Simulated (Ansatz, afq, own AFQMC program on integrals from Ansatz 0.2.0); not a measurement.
# BGeH, triplet in cc-pVDZ, levels against CCSDT(Q)

```xyz
3

Ge    0.1597    0.0000    1.6628
B    -0.1856    0.0000   -0.2466
H     0.0259    0.0000   -1.4162
```

Connectivity, by distances: Ge–BH.

Basis cc-pVDZ. Only valence electrons are correlated. AFQMC by an in-house program on the Cholesky factors that Ansatz 0.2.0 writes for its CCSD(T) run. ph-AFQMC/CISD is guided by a CISD state made of CCSD amplitudes; releasing the constraint for a short imaginary time cuts its bias at the price of noise, slowly where states lie close. Error bars are statistical, one sigma. No spin–orbit coupling.

Determinant: UHF, the one that the program's search chose, which needn't be the lowest solution. The geometry is a point of a scan.

No full CI on the walks' own integrals is used here; CCSDT(Q) serves as the reference and is uncertain by about the last step of the cluster series.

Cautions: no relativity below Rb; no spin-orbit coupling; inner d shell frozen; lower spins were not checked.

```
T1 diagnostic                               : 0.0239
weight of the determinant in the CISD state : 0.884
⟨S²⟩ of the determinant                     : 2.037
size of the correlated space                : 8 electrons in 31 orbitals
```

| level | correlation energy (eV) |
| --- | --- |
| MP2 | -3.3563 |
| CCSD | -4.1844 |
| CCSD(T) | -4.3411 |

Task: Estimate where phaseless AFQMC with a CISD trial lies against CCSD(T) on the same integrals.

Result: 3.3 ± 1.0 kJ/mol below CCSD(T).

Reference: CCSDT(Q), correlation energy -4.390 eV. The released energy is read at 2.40 1/Eh (meV from the phaseless value at times in 1/Eh: 13 ± 8 at 0.24, 11 ± 7 at 0.51, 2 ± 7 at 0.99, -10 ± 9 at 1.62, -13 ± 10 at 2.40).

```
         level  E − E(reference) (kJ/mol)  share of correlation (%)
       CCSD(T)                        4.7                     98.89
         CCSDT                        1.0                     99.76
 ph-AFQMC/CISD                  1.4 ± 1.0                     99.68
released AFQMC                  0.1 ± 0.9                     99.97
```

A walk keeps the symmetry of its determinant, which the program's search chose and which needn't be the lowest solution, so a lower state of the same spin and another symmetry isn't excluded. Released energies are given only where the last usable release times agree within the noise; a slower fall can still hide under it.
